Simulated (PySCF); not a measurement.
# Bond length, frequency and bond energy of NaMg⁺ by level of theory

State: ¹Σ⁺ (singlet), closed shell. Set-up: Na aug-cc-pVDZ, Mg aug-cc-pVDZ; no relativity (PySCF 2.14). De refers to Na⁺ + Mg in their ground configurations, without counterpoise correction. A positive dipole points towards Mg; it is taken about the centre of mass and depends on that origin.

```
      Level  Re (Å)  ωe (cm⁻¹)  De (eV)  μ (D)  CPU s a point (SCF and correlation, without the integrals)
    RHF-MP2   3.289        142     0.53    n/a                                                         0.1
RHF-SCS-MP2   3.291        141     0.52    n/a                                                         n/a
   RHF-CCSD   3.286        143     0.52    n/a                                                         n/a
RHF-CCSD(T)   3.285        143     0.52    n/a                                                         1.8
        PBE   3.198        150     0.66  -2.72                                                        0.34
     revPBE   3.247        145     0.64  -2.79                                                        0.24
     r²SCAN   3.260        144     0.57  -3.16                                                        0.46
      M06-L   3.425        113    0.487  -4.25                                                        0.49
       PBE0   3.207        151     0.63  -2.81                                                        0.87
      B97-3   3.221        147     0.55  -3.07                                                        0.31
  CAM-B3LYP   3.164        153     0.62  -2.83                                                        0.66
```

The bond length runs from 3.164 Å (CAM-B3LYP) to 3.425 Å (M06-L). De spans 0.49 eV (M06-L, meta-GGA) to 0.66 eV (PBE, GGA).

Correlated steps freeze 2 core orbitals. Closed-shell solutions of metal pairs were not tested for spin polarisation, which can lower them a little. Correlated levels converge slowly with the basis: in double zeta they bind strong bonds too weakly, by up to about 1 eV, and carry superposition errors of some tenths. For an ion De counts to the pair picked by the measured ionisation energies or electron affinities, which need not be the lowest pair at this level.

The whole job (state search and all levels along the bond) took about 1.2 min on 1 thread of AMD EPYC 7R13 (shared host), peak memory 0.6 GiB.
